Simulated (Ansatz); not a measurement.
Born–Oppenheimer molecular dynamics of CH3N2 (6 atoms, charge 1, multiplicity 1). It starts from a relaxed structure.

Theory: Ansatz 0.2.0, RKS PBE/def2-SVP.

* ensemble: NVT, Nosé–Hoover chain
* time step: 0.5 fs
* steps asked: 500
* set temperature: 700 K
* thermostat: time constant 100 fs, chain length 3
* seed: 155057

First frame:

```xyz
6
Properties=species:S:1:pos:R:3
N -0.976 -0.608 -0.868
C -0.182 -0.113 -0.163
N 0.705 0.500 0.542
H -1.684 -1.280 -1.175
H 1.703 0.250 0.468
H 0.434 1.251 1.195
```

Task: How far do the bonds stretch over the last three quarters of this one trajectory? (Pairs bonded in most of those frames.)

Result: 
```csv
bond,mean (Å),spread (Å),shortest,longest
N1–C2,1.180,0.029,1.12,1.25
N1–H4,1.034,0.042,0.96,1.12
C2–N3,1.294,0.033,1.21,1.36
N3–H5,1.037,0.029,0.99,1.09
N3–H6,1.038,0.036,0.97,1.11
```

Mean temperature of the second half: 692 K. The conserved energy stayed within 1.2 meV per atom of its start (net change 0.75 meV per atom), so the integration is sound. A run of 0.25 ps of so small a system gives no equilibrium averages.

Time of the run: 5.4 min on 1 thread of Arm Neoverse V1 (shared host), peak memory 0.077 GiB.
